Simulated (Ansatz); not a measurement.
# C₃H₆O₃: a ladder of functionals and wavefunction methods

One table from this session's results is given with a row withheld; the runs are named, their logs left out.

Computed with Ansatz 0.2.0, Gaussian basis. Level: functionals in def2-TZVPP, the program's frozen cores in correlated methods.

The runs, in order: PBE-D4, r2SCAN-D4, PBE0-D4, B3LYP-D4, ωB97X-V, ωB97M-V, B2PLYP; CCSD(T)/def2-TZVPP; MP2/def2-QZVPP; extrapolation to the limit.

### The relaxed structure

The geometry comes from an earlier relaxation with PBE0-D4 in a triple-zeta def2 set; it is a stationary point, not always the lowest conformer.

SMILES `O=COCCO`, 12 atoms, charge 0, spin multiplicity 1.

Atoms are counted from 1 here; the program's logs count them from 0.

Bond lengths: O1–C2 1.195 Å, C2–O3 1.331 Å, C2–H7 1.100 Å, O3–C4 1.430 Å, C4–C5 1.513 Å, C4–H8 1.092 Å, C4–H9 1.094 Å, C5–O6 1.407 Å, C5–H10 1.097 Å, C5–H11 1.092 Å, O6–H12 0.961 Å. Angles: O1–C2–O3 125.8°, O1–C2–H7 125.0°, O3–C2–H7 109.2°, C2–O3–C4 115.7°, O3–C4–C5 107.2°, O3–C4–H8 109.9°, O3–C4–H9 109.3°, C5–C4–H8 111.0°, C5–C4–H9 111.6°, H8–C4–H9 107.8°, C4–C5–O6 111.0°, C4–C5–H10 109.8°, C4–C5–H11 109.7°, O6–C5–H10 112.1°, O6–C5–H11 106.6°, H10–C5–H11 107.5°, C5–O6–H12 108.9°.

The first run:

Contents of in.yaml:

```yaml
crystal:
  periodic: [false, false, false]
  atoms:
    - {symbol: O, position_ang: [-2.033680, -1.817939, 0.291727]}
    - {symbol: C, position_ang: [-1.070688, -1.969390, -0.399919]}
    - {symbol: O, position_ang: [-0.056856, -1.115338, -0.519871]}
    - {symbol: C, position_ang: [-0.152274, 0.076114, 0.265701]}
    - {symbol: C, position_ang: [1.047061, 0.933545, -0.073517]}
    - {symbol: O, position_ang: [1.057055, 2.113804, 0.692822]}
    - {symbol: H, position_ang: [-0.886606, -2.842999, -1.041941]}
    - {symbol: H, position_ang: [-0.163182, -0.178884, 1.327715]}
    - {symbol: H, position_ang: [-1.091277, 0.588588, 0.034365]}
    - {symbol: H, position_ang: [1.063292, 1.140900, -1.151118]}
    - {symbol: H, position_ang: [1.965093, 0.395513, 0.171025]}
    - {symbol: H, position_ang: [0.333061, 2.676287, 0.406410]}
basis:
  gaussian: {orbitals: def2-TZVPP}
hamiltonian: {xc: pbe, dispersion: d4}
output: {forces: true, orbitals: {seedname: orbitals}}
```

On the command line:

```console
ansatz run in.yaml --threads 4 --pin off --events-out ev --progress --plain --max-ram 10444MiB
```

Among the steps run: PBE-D4 (GGA); r2SCAN-D4 (meta-GGA); PBE0-D4 (hybrid); B3LYP-D4 (hybrid); ωB97X-V (range-separated); ωB97M-V (range-separated); B2PLYP (double hybrid); CCSD(T) in def2-TZVPP; MP2 in def2-QZVPP.

One table of the session follows, with a row left open; its other results are not shown here.

It belongs to the step «Atomisation energies». 

```
            method  atomisation energy (kcal/mol)
            PBE-D4                         1219.0
         r2SCAN-D4                         1183.3
           PBE0-D4                         1183.1
          B3LYP-D4                         1176.5
           ωB97X-V                         1180.6
           ωB97M-V                         1182.3
            B2PLYP                         1167.2
     HF/def2-TZVPP                          817.2
    MP2/def2-TZVPP                              ?
   CCSD/def2-TZVPP                         1124.9
CCSD(T)/def2-TZVPP                         1146.8
           MP2/CBS                         1210.3
       CCSD(T)/CBS                         1178.7
```

Estimate the missing values for MP2/def2-TZVPP.

**Answer.** atomisation energy (kcal/mol): 1178.3. In the column «atomisation energy (kcal/mol)» it lies between B3LYP-D4 (1176.5) and CCSD(T)/CBS (1178.7).
